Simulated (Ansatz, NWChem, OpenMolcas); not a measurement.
**BNH6 (SMILES [BH3-][NH3+]): the energy, rung by rung**

BNH6: 8 atoms, total charge 0, spin state singlet. SMILES: `[BH3-][NH3+]`. The coordinates come from a PBE0-D4/def2-TZVP relaxation.

```xyz
8

B    -0.1913    0.2508   -0.7754
N     0.2065   -0.2551    0.7317
H    -0.0782   -0.7284   -1.4810
H    -1.3326    0.6497   -0.6872
H     0.6044    1.1266   -1.0384
H     0.1408    0.5070    1.3987
H     1.1566   -0.6113    0.7553
H    -0.4140   -0.9965    1.0405
```

Each level gives the energy change with the B1–H3 bond stretched from 1.212 to 1.818 Å (eV). The values are calculated.

```
                           level                    kind     program  value (eV)  less CCSD(T)/def2-TZVP
       HF/def2-TZVP (restricted)            Hartree–Fock      Ansatz        1.69                   +0.07
    SVWN5/def2-TZVP (restricted)                     LDA      Ansatz        1.55                   -0.07
     BLYP/def2-TZVP (restricted)                     GGA  OpenMolcas        1.52                   -0.10
   r2SCAN/def2-TZVP (restricted)                meta-GGA      NWChem        1.61                   -0.01
    B3LYP/def2-TZVP (restricted)           global hybrid  OpenMolcas        1.61                   -0.01
  r2SCAN0/def2-TZVP (restricted)         hybrid meta-GGA      Ansatz        1.68                   +0.06
CAM-B3LYP/def2-TZVP (restricted)  range-separated hybrid      NWChem        1.67                   +0.05
   B2PLYP/def2-TZVP (restricted)           double hybrid      Ansatz        1.66                   +0.04
      MP2/def2-TZVP (restricted)     perturbation theory      Ansatz        1.74                   +0.12
  CCSD(T)/def2-TZVP (restricted)   coupled cluster or CI      Ansatz        1.62                    0.00
```

CCSD(T)/def2-TZVP (restricted) is the highest level here, not the true value. The first shape isn't each level's own minimum. The values span 1.52 to 1.74 eV.
